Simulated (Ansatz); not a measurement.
Reaction: C3H5 (SMILES [CH]1CC1, doublet) → C3H5 (SMILES C(C)=[CH], doublet)
Each species at its own B3LYP-D3(BJ)/def2-TZVP minimum (Ansatz, a first-principles code).

Property: isomerisation energy (electronic), in kJ/mol. Open shells are spin-unrestricted; no spin-orbit coupling. CBS(X,Y): correlation extrapolated as X^-3, Hartree-Fock from the larger set. A bracket is a step between two methods taken in the basis named. Functionals run without relativity, which enters their misses. Double hybrids freeze cores in their MP2 part. 'core' is core correlation in cc-pwCVTZ, 'X2C' scalar relativity in cc-pVTZ-DK, both at CCSD(T). The UHF reference of C3H5 ([CH]=CC, doublet) is spin-contaminated (<S^2> up to 0.18 over the pure value in the sets run).

CCSD(T)/CBS(cc-pVTZ,cc-pVQZ) + [CCSDT(Q) - CCSD(T)]/cc-pVDZ + core + X2C (Ansatz) gives -22.7 kJ/mol.

Question: How far off this value is PBE/def2-TZVPD (Ansatz), in which direction, and how far these levels: r2SCAN/def2-TZVPD, B3LYP/def2-TZVPD, PBE0/def2-TZVPD, wB97M-V/def2-TZVPD, B2PLYP/def2-TZVPD, CCSD(T)/CBS(cc-pVTZ,cc-pVQZ) + core + X2C?

Answer: PBE gives -9.3 kJ/mol, 13.4 kJ/mol above it. Differences of the others: r2SCAN/def2-TZVPD (Ansatz) 12.0; B3LYP/def2-TZVPD (Ansatz) -2.2; PBE0/def2-TZVPD (Ansatz) 18.9; wB97M-V/def2-TZVPD (Ansatz) 8.9; B2PLYP/def2-TZVPD (Ansatz) 0.2; CCSD(T)/CBS(cc-pVTZ,cc-pVQZ) + core + X2C (Ansatz) 1.8 kJ/mol.
